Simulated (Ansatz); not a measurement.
Frontier orbitals of `C=C1C=CCC1`.

Total charge 0; spin multiplicity 1. The structure was optimised at the PBE0-D4/def2-TZVP level. Basis def2-TZVPP, the Gaussian-basis code of Ansatz.

Orbital energies of one run (eV). Highest occupied ones, from the top: -5.41, -7.68, -8.01, -8.69, -8.86, -8.93, -9.42, -10.41, -11.43, -11.91, -12.88, -13.72, -15.71, -17.62. Empty: -1.65, 0.33, 0.53, 1.27, 1.48, 1.91.

Which functional gave them?
A. r2SCANh
B. LDA (SPW92)
C. PBE0
D. BHLYP

B. HOMO energies: LDA (SPW92) -5.41, r2SCANh -5.76, PBE0 -6.23, BHLYP -7.06 eV.
